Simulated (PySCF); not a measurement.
Cartesian coordinates (Å):
SMILES: O
```xyz
3

O     -0.0020     0.4085     0.0000
H     -0.7580    -0.2085     0.0000
H      0.7601    -0.2009     0.0000
```
Charge 0, multiplicity 1.

Problem. Estimate the LUMO, dipole moment, total energy, HOMO–LUMO gap and HOMO that PySCF 2.14.0 with TPSSh-D3(BJ)/def2-TZVP // BP86-D3(BJ)/def2-SVP returns for this input.

Solution. 
| Quantity | Value |
|---|---|
| LUMO | 0.44 eV |
| dipole moment | 2.09 D |
| total energy | -76.4558 Ha |
| HOMO–LUMO gap | 8.28 eV |
| HOMO | -7.84 eV |
